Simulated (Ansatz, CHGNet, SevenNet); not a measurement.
## Ladder of methods for the LO phonon frequency at L of zinc-blende GaSb

Reference value: 205 cm⁻¹ (measured, temperature not stated, no zero-point or thermal correction; as tabulated in Ioffe Institute, NSM Archive: GaSb, mechanic properties page).

| level (code) | value (cm⁻¹) | cell (Å³/atom) |
|---|---|---|
| CHGNet 0.3.0 | 127 | 30.00 |
| CHGNet-r²SCAN | 103 | 28.70 |
| SevenNet-l3i5 | 157 | 29.31 |
| LDA (Ansatz) | 201 | 27.65 |
| PBE (Ansatz) | 187 | 29.99 |
| PBEsol (Ansatz) | 196 | 28.53 |
| PBE-D3(BJ) (Ansatz) | 198 | 28.78 |
| r²SCAN (Ansatz) | 199 | 28.83 |
| HSE06 (Ansatz) | 201 | 28.92 |
| LC-ωPBE (Ansatz) | ? | 27.07 |
| PBE0 (Ansatz) | ? | 28.81 |
| Hartree–Fock (Ansatz) | ? | 30.14 |

**Question.** Some entries are withheld; supply them.

**Answer.** 
- LC-ωPBE (Ansatz, a program for electronic structure), value (cm⁻¹): 225
- PBE0 (Ansatz), value (cm⁻¹): 203
- Hartree–Fock (Ansatz), value (cm⁻¹): 210

Differences against the reference: CHGNet 0.3.0 -38 %, CHGNet-r²SCAN -50 %, SevenNet-l3i5 -23 %, LDA -2.0 %, PBE -8.8 %, PBEsol -4.4 %, PBE-D3(BJ) -3.4 %, r²SCAN -2.9 %, HSE06 -2.0 %, LC-ωPBE +9.8 %, PBE0 -1.0 %, Hartree–Fock +2.4 %.

Once the reference is moved by up to 3.0 % (a margin picked here for doubts on the reference and the settings, and for temperature and zero-point motion) and values within 1.0 % count as equal, the nearest can be PBE0 (-1.0 %), LDA (-2.0 %), HSE06 (-2.0 %), Hartree–Fock (+2.4 %), r²SCAN (-2.9 %) or PBE-D3(BJ) (-3.4 %). Among them CHGNet-r²SCAN (-50 %) misses by most.

The reference isn't brought to a static lattice, while the calculations are for one, so the differences are not the levels' errors alone.  LDA, PBE, PBEsol, PBE-D3(BJ): the solid has no gap at this level, which affects its response. PBE-D3(BJ): the dispersion coefficients are held fixed in the derivatives. Each level is taken at its own relaxed cell. Cutoffs and k meshes differ between the levels. Ansatz's density-functional and Hartree–Fock values are scalar-relativistic unless marked +SOC, with PAW data made under PBE.

Machine-learned potentials (CHGNet 0.3.0, CHGNet-r²SCAN, SevenNet-l3i5) are trained on DFT data: a solid inside that data is no test of them.

Differences are worked out from the printed values.
